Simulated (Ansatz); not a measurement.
We consider bcc Rb, described by rVV10 in Ansatz (PAW).

Settings: plane-wave cutoff 500 eV, 18×18×18 k mesh, Fermi–Dirac smearing 0.1 eV, scalar-relativistic PAW data made under PBE.

Computed at the level's own relaxed cell.

### Question
What does this level give for the equilibrium volume per atom and lattice parameter a?

### Answer

- equilibrium volume per atom: 81.89 Å³/atom
- lattice parameter a: 5.471 Å

Measured, for comparison: equilibrium volume per atom 86.68 Å³/atom, lattice constant a 5.576 Å (low-temperature or extrapolated to 0 K; zero-point anharmonic expansion removed; as tabulated in Csonka et al. (2009), arXiv:0903.4037). Computed (rounded) less measured: equilibrium volume per atom -5.5 %, lattice constant a -1.9 %.

Static lattice: no zero-point or thermal effects.

Ansatz is a program for electronic structure.
